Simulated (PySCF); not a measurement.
**CO + 2 HF → H₂CO + F₂**

Level: PBE0 in the def2-TZVP basis family, all electrons, no relativity, computed in PySCF with density fitting; open shells unrestricted.

| species | state and structure | E (Eh) | ZPE (kJ/mol) | H(298 K) − H(0) (kJ/mol) | S° (J/(mol K)) |
| --- | --- | --- | --- | --- | --- |
| CO | singlet, C∞v, C–O 1.123 Å | -113.23097 | 13.4 | 8.7 | 197.5 |
| HF | singlet, C∞v, H–F 0.920 Å | -100.39188 | 24.9 | 8.7 | 173.6 |
| H₂CO | singlet, C2v, C–H 1.109 Å (×2), C–O 1.195 Å; H–C–H 116.0°, H–C–O 122.0° (×2) | -114.41871 | 70.1 | 10.0 | 218.5 |
| F₂ | singlet, D∞h, F–F 1.376 Å | -199.40856 | 6.6 | 8.7 | 201.9 |

Problem. What is the electronic reaction energy?

Solution. At PBE0/def2-TZVP, ΔE = 492.2 kJ/mol from the differences of the total energies times 2625.5, uphill. 

Problem. Add zero-point, thermal and entropy terms for 298.15 K and 1 bar.

Solution. ΔZPE = 13.5 and Δ[H(298) − H(0)] = -7.4 kJ/mol give ΔH° = 498.3 kJ/mol. ΔS° = -124.3 J/(mol K), so ΔG° = 498.3 − 298.15 × (-0.1243) = 535 kJ/mol.

The structures come from searches over a few start shapes, so lower isomers are not excluded.
